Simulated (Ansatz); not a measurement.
**SiH4S (triplet): the correlation ladder at distance Si1–H5 along a hydrogen transfer = 1.838 Å, cc-pVDZ**

Aim: climb from Hartree-Fock through coupled cluster and multireference methods for SiH4S (triplet) at one geometry and basis, and see what each rung misses.

Program: Ansatz 0.2.0, Gaussian basis. Level of theory: cc-pVDZ, core rule «outside noble gas», up to 10 orbitals frozen. These are calculated values, not measurements.

To be run: UHF; CCSD(T) on ROHF; CCSD(T) on UHF; BCCD(T) on ROHF; CISD; CCSDT(Q) on ROHF; CCSDT(Q) on UHF; CASSCF and MRCISD+Q, 4 electrons in 4 orbitals; CASSCF and NEVPT2, 4 electrons in 4 orbitals.

11 further runs of the same task are left out: 1 for a mislabelled method, 7 that didn't finish, 3 set aside as unsound or not needed.

### 1 What is computed

The geometry derives from fragments relaxed apart (PBE0/def2-TZVP) and kept rigid, so it is no stationary point. A hydrogen atom is moved between rigid fragments.

6 atoms, charge 0, spin multiplicity 3.

Atoms are counted from 1 here; the program's logs count them from 0.

Bond lengths: Si1–H2 1.485 Å, Si1–H3 1.485 Å, Si1–H4 1.485 Å. Angles: H2–Si1–H3 109.5°, H2–Si1–H4 109.5°, H3–Si1–H4 109.5°.

Geometry (Å):

```
Si   -1.8490    0.0000    0.0000
H    -2.3439    1.3997    0.0000
H    -2.3439   -0.6999    1.2122
H    -2.3439   -0.6999   -1.2122
H    -0.0110    0.0000    0.0000
S     1.8410    0.0000    0.0000
```

### 2 UHF

Input file in.yaml:

```yaml
crystal:
  periodic: [false, false, false]
  atoms:
    - {symbol: Si, position_ang: [-1.849047, 0.000000, 0.000000]}
    - {symbol: H, position_ang: [-2.343919, 1.399708, 0.000001]}
    - {symbol: H, position_ang: [-2.343919, -0.699854, 1.212183]}
    - {symbol: H, position_ang: [-2.343919, -0.699854, -1.212182]}
    - {symbol: H, position_ang: [-0.011047, 0.000000, 0.000000]}
    - {symbol: S, position_ang: [1.840953, 0.000000, 0.000000]}
basis:
  gaussian: {orbitals: cc-pVDZ}
magnetization: {spin_polarized: true, initial_magnetization: 2}
hamiltonian: {xc: hf}
output: {orbitals: {seedname: orbitals}}
```

Command:

```
ansatz run in.yaml --threads 1 --pin off --events-out ev --progress --plain --max-ram 2393MiB
```

After this run come: CCSD(T) on ROHF; CCSD(T) on UHF; BCCD(T) on ROHF; CISD; CCSDT(Q) on ROHF; CCSDT(Q) on UHF; CASSCF and MRCISD+Q, 4 electrons in 4 orbitals; CASSCF and NEVPT2, 4 electrons in 4 orbitals.

Before running them: what should the planned runs give, taken together? Wanted: UCCSDT(Q) below the RHF energy; RMP2 from UCCSDT(Q); UMP2 from UCCSDT(Q); RCCSD from UCCSDT(Q); RCCSD(T) from UCCSDT(Q); UCCSD(T) from UCCSDT(Q); RCCSDT(Q) from UCCSDT(Q); NEVPT2 pair from UCCSDT(Q); MRCISD+Q pair from UCCSDT(Q).

As calculated:

| quantity | value |
| --- | --- |
| UCCSDT(Q) below the RHF energy | -7.5024 eV |
| RMP2 from UCCSDT(Q) | +35.19 kcal/mol |
| UMP2 from UCCSDT(Q) | +35.67 kcal/mol |
| RCCSD from UCCSDT(Q) | +4.32 kcal/mol |
| RCCSD(T) from UCCSDT(Q) | +0.93 kcal/mol |
| UCCSD(T) from UCCSDT(Q) | +0.93 kcal/mol |
| RCCSDT(Q) from UCCSDT(Q) | +0.01 kcal/mol |
| NEVPT2 pair from UCCSDT(Q) | +32.62 kcal/mol |
| MRCISD+Q pair from UCCSDT(Q) | +1.23 kcal/mol |
| levels within 1 kcal/mol (43 meV) | RCCSD(T), UCCSD(T), BCCD(T), RCCSDT, UCCSDT, RCCSDT(Q) |
| T1 diagnostic | 0.024 |

RCCSD(T) misses by +0.93 kcal/mol, 0.5 % of the correlation energy. Of the multireference levels listed MRCISD+Q pair comes nearest in total energy (+1.23 kcal/mol), which doesn't show that its space is the better one. These misses are within one basis, not against nature; the frozen cores of restricted and unrestricted runs differ, which can shift their rows.
